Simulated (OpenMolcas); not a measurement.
# BH3O (BH2(OH)): the energy, rung by rung

BH3O has 5 atoms, charge 0, and is taken as a singlet. As SMILES, `[H]B([H])O`. The coordinates come from a GFN2-xTB relaxation.

```xyz
5

B     0.2710    0.3025   -0.1085
H     1.4036    0.3900   -0.3956
H    -0.4329    1.2514   -0.0807
O    -0.1594   -0.9187    0.1745
H    -1.0822   -1.0252    0.4103
```

Quantity: the energy change with the O4–H5 bond stretched from 0.958 to 2.396 Å, in eV. The values are calculated.

```csv
level,kind,program,value (eV),less FCI/STO-3G
HF/STO-3G (restricted),Hartree–Fock,OpenMolcas,9.69,+5.87
r2SCAN/STO-3G (restricted),meta-GGA,OpenMolcas,6.06,+2.24
M06-2X/STO-3G (restricted),hybrid meta-GGA,OpenMolcas,7.44,+3.62
B2PLYP/STO-3G (restricted),double hybrid,OpenMolcas,5.91,+2.09
MP2/STO-3G (restricted),perturbation theory,OpenMolcas,5.45,+1.63
"SC-NEVPT2(2,2)/STO-3G",multireference,OpenMolcas,4.01,+0.19
CISD/STO-3G (restricted),coupled cluster or CI,OpenMolcas,4.83,+1.01
FCI/STO-3G,exact in the basis,OpenMolcas,3.82,0.00
```

FCI/STO-3G is exact within its basis and frozen core, so for wave-function methods in that basis the difference is their error; functionals converge differently with the basis, so for them it is only a difference. Spin-restricted single references rise too steeply as a bond breaks, Hartree–Fock most of all. Perturbation and coupled-cluster corrections on them can overshoot downwards. The first shape isn't each level's own minimum. The values span 3.82 to 9.69 eV. All rows use very small basis sets, so even the best lies far from the true value.
